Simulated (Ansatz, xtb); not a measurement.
Relative energy of two isomers of C2H3S−

Structure X: `C=[C-]S`, a singlet. Structure Y: `C[C-]=S`, a singlet. Both are isolated ions in the gas phase, relaxed with PBE0-D3(BJ)/def2-SVPD; the shapes shown needn't be the lowest conformers.

X (Å):

| atom | x (Å) | y (Å) | z (Å) |
| --- | --- | --- | --- |
| C | 0.8209 | -0.1978 | 0.5449 |
| C | 0.1955 | 0.6194 | 1.4248 |
| S | -0.1717 | -1.6839 | 0.2200 |
| H | 0.6539 | -2.2989 | -0.6547 |
| H | 0.6833 | 1.5617 | 1.7157 |
| H | -0.7891 | 0.4497 | 1.9090 |

Y (Å):

```xyz
6

C     0.3777    0.5156    0.2189
C     0.4658    2.0079    0.4156
S    -0.1208    2.5403    1.8877
H     1.3907    0.1276    0.0024
H    -0.2019    0.3141   -0.7015
H    -0.0634   -0.0635    1.0637
```

Quicker runs give these differences E(Y) − E(X): GFN2-xTB −10.5 kcal/mol; HF/STO-3G +6.6 kcal/mol (at GFN2-xTB geometries); r2SCAN-D4/def2-SVPD −5.7 kcal/mol (at GFN2-xTB geometries).

Task: Estimate E(Y) − E(X) at the level CCSD(T)/def2-SVPD + ΔMP2/def2-TZVPPD.

Result: Calculated at CCSD(T)/def2-SVPD + ΔMP2/def2-TZVPPD: E(Y) − E(X) = −4.8 kcal/mol, so structure Y lies lower.

Level by level:

```json
{"level": "GFN2-xTB", "geometry": "GFN2-xTB", "E(Y) − E(X) (kcal/mol)": "−10.5", "departure from the last row (kcal/mol)": "−5.7", "job, with rough time for the two": "optimisation, 0.46 s"}
{"level": "HF/STO-3G", "geometry": "GFN2-xTB", "E(Y) − E(X) (kcal/mol)": "+6.6", "departure from the last row (kcal/mol)": "+11.4", "job, with rough time for the two": "single point, 0.58 s"}
{"level": "r2SCAN-D4/def2-SVPD", "geometry": "GFN2-xTB", "E(Y) − E(X) (kcal/mol)": "−5.7", "departure from the last row (kcal/mol)": "−0.9", "job, with rough time for the two": "single point, 6.3 s"}
{"level": "PBE0-D3(BJ)/def2-SVPD", "geometry": "PBE0-D3(BJ)/def2-SVPD", "E(Y) − E(X) (kcal/mol)": "−5.4", "departure from the last row (kcal/mol)": "−0.6", "job, with rough time for the two": "optimisation, 47 s"}
{"level": "HF/def2-SVPD", "geometry": "PBE0-D3(BJ)/def2-SVPD", "E(Y) − E(X) (kcal/mol)": "−8.7", "departure from the last row (kcal/mol)": "−3.9", "job, with rough time for the two": "part of the CCSD(T) run"}
{"level": "MP2/def2-SVPD", "geometry": "PBE0-D3(BJ)/def2-SVPD", "E(Y) − E(X) (kcal/mol)": "−5.4", "departure from the last row (kcal/mol)": "−0.6", "job, with rough time for the two": "part of the CCSD(T) run"}
{"level": "CCSD(T)/def2-SVPD", "geometry": "PBE0-D3(BJ)/def2-SVPD", "E(Y) − E(X) (kcal/mol)": "−6.8", "departure from the last row (kcal/mol)": "−2.0", "job, with rough time for the two": "single point"}
{"level": "CCSD(T)/def2-SVPD + ΔMP2/def2-TZVPPD", "geometry": "PBE0-D3(BJ)/def2-SVPD", "E(Y) − E(X) (kcal/mol)": "−4.8", "departure from the last row (kcal/mol)": "", "job, with rough time for the two": "single point, 41 s"}
```

As drawn, Y has 1 C–C, 1 C=S, 1 C–H in place of 1 C=C, 1 C–S, 1 S–H.

HF/STO-3G puts the two in the other order. The largest departure from CCSD(T)/def2-SVPD + ΔMP2/def2-TZVPPD is that of HF/STO-3G, 11.4 kcal/mol. The last row adds to CCSD(T) the change of the MP2 difference between the two basis sets, here +2.0 kcal/mol.

With harmonic frequencies from PBE0-D3(BJ)/def2-SVPD (ideal gas, rigid rotor, one conformer each, 298.15 K, 1 atm): on the last row, ΔE + ΔZPE = −3.1, ΔH = −3.2, ΔG = −3.4 kcal/mol.

The T1 diagnostic of structure Y is large, so the coupled-cluster value is less sure. The correlated steps freeze 7 core orbitals. Codes used: Ansatz 0.2.0, xtb 6.7.1; the last row on 1 thread of Intel(R) Xeon(R) Processor @ 2.50GHz (Skylake/Cascade Lake) on a shared host.
